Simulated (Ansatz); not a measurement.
# How far each method lies from full CI for Cl2, singlet

Geometry: MP2(full)/6-31G*, from the G2/97 set.

```xyz
2

Cl    0.0000    0.0000    0.0000
Cl    0.0000    0.0000    2.0151
```

Basis 6-31G; Ansatz 0.2.0. Correlated methods freeze the noble-gas cores, which leaves 14 electrons in 16 orbitals. R marks a restricted (for open shells ROHF) determinant. Active spaces: valence = (14e, 8o) chosen from the atoms' valence shells.

Full CI is exact within this basis and frozen core; it isn't the basis-set limit.

```
UHF ⟨S²⟩                          : 0.000
T1 diagnostic (RCCSD)             : 0.0072
largest doubles amplitude (RCCSD) : 0.146
```

```csv
level,E − E(full CI) (kcal/mol),share of correlation (%),wall time
RHF,64.81,0.00,–
RMP2,9.39,85.50,–
CISD,3.88,94.01,0.3 s
RCCSD,1.18,98.18,–
RCCSD(T),0.28,99.57,0.24 s
BCCD(T),0.29,99.55,0.31 s
RCCSDT,0.14,99.78,–
CISDTQ,0.12,99.82,4.6 s
RCCSDT(Q),0.01,99.98,1.1 s
RCCSDTQ,0.01,99.99,11 s
CASSCF (valence space),44.98,30.59,–
NEVPT2 (valence space),10.82,83.31,0.52 s
MRCISD (valence space),2.08,96.79,–
MRCISD+Q (valence space),0.62,99.05,1.2 s
```

The correlation energy at full CI, counted from RHF, is -2.810 eV. That run took 24 s on 2 threads of AMD EPYC 7R13 with a shared H100 80 GB, shared host over 16,361,136 determinants.

Times hold each run's SCF and search for its determinant on a shared host, so for small cases they say little of a method's own cost; they ran on 1 thread of AMD EPYC 7R13.

The full-CI state has the irrep Ag of D2h, in the program's axes (one component, if the state is degenerate).

Natural occupations of full CI about the gap: 1.991 1.990 1.985 1.985 1.932 0.072 0.012 0.012 0.009 0.009; effectively unpaired electrons, Σ n²(2−n)², 0.04.

Atomization energy (electronic, same basis, no zero-point term; atoms at the same level, unrestricted beside the R rows where the molecule is a closed shell, with restricted open-shell steps beyond CCSDT(Q)) at full CI: 54.8 kJ/mol. Errors of other levels:

```json
{"level": "RHF", "error (kJ/mol)": "-108.8"}
{"level": "RMP2", "error (kJ/mol)": "-9.6"}
{"level": "CISD", "error (kJ/mol)": "-12.4"}
{"level": "RCCSD", "error (kJ/mol)": "-3.2"}
{"level": "RCCSD(T)", "error (kJ/mol)": "-0.9"}
{"level": "BCCD(T)", "error (kJ/mol)": "-0.9"}
{"level": "RCCSDT", "error (kJ/mol)": "-0.7"}
{"level": "CISDTQ", "error (kJ/mol)": "-0.4"}
{"level": "RCCSDT(Q)", "error (kJ/mol)": "-0.1"}
{"level": "RCCSDTQ", "error (kJ/mol)": "0.0"}
{"level": "CASSCF (valence space)", "error (kJ/mol)": "-24.9"}
{"level": "NEVPT2 (valence space)", "error (kJ/mol)": "8.4"}
{"level": "MRCISD (valence space)", "error (kJ/mol)": "-5.0"}
{"level": "MRCISD+Q (valence space)", "error (kJ/mol)": "-1.4"}
```

This basis is far from its limit, so the value isn't to be set against a measured one. Truncated CI isn't size-consistent, which counts against it in atomization.
